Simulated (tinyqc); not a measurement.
Pariser-Parr-Pople SCF with singles CI, for the molecule C=CC=N (SMILES; centres numbered as the heavy atoms are written), step by step. One step of it, computed by the program tinyqc.

Problem. Iteration 3: orbitals and new P. Diagonalise F (the basis is taken as orthonormal) and form P = 2 sum c c over the lowest orbitals; 0.5 of the old P is kept.

F (eV), lower triangle:
```
           1C         2C         3C         4N
1C  -6.766257
2C  -4.880255  -6.765155
3C  -0.031193  -3.513849  -6.703321
4N   0.609234   0.009697  -4.923401  -7.097710
```

pi electrons, sum of z_r less the charge = 4

P after iteration 2, lower triangle:
```
           1C         2C        3C        4N
1C   0.990339
2C   0.911232   1.000697
3C   0.015851   0.411074  0.973854
4N  -0.410536  -0.004811  0.910569  1.035110
```

Give: orbital energies; P after iteration 3.

Solution.

orbital energies (eV): -13.5779  -10.7283  -2.9930  -0.0333

P after iteration 3, lower triangle:
```
         1C       2C      3C      4N
1C   0.9894
2C   0.9165   1.0005
3C   0.0181   0.3995  0.9704
4N  -0.3989  -0.0057  0.9157  1.0398
```
